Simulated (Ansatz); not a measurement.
```xyz
6

S     1.635   -0.799    0.052
B     0.226    0.232   -0.314
S    -1.340    0.049    0.526
H     1.087   -1.569    1.010
H     0.385    1.057   -1.157
H    -1.992    1.030   -0.117
```

Charge 0, multiplicity 1.

Problem. List the r2SCAN/def2-TZVPP orbital energies in eV (Ansatz 0.2.0). (Best estimate.)

Solution. Computed: Occupied: -2409.50, -2409.46, -213.96, -213.92, -181.46, -158.03, -157.99, -157.92, -157.87, -157.86, -157.82, -20.00, -19.03, -12.92, -11.61, -10.20, -8.63, -8.27, -8.08, -6.69. Lowest empty: -1.57, -0.47, 0.17, 1.68, 2.00, 2.59, 3.16, 3.89.
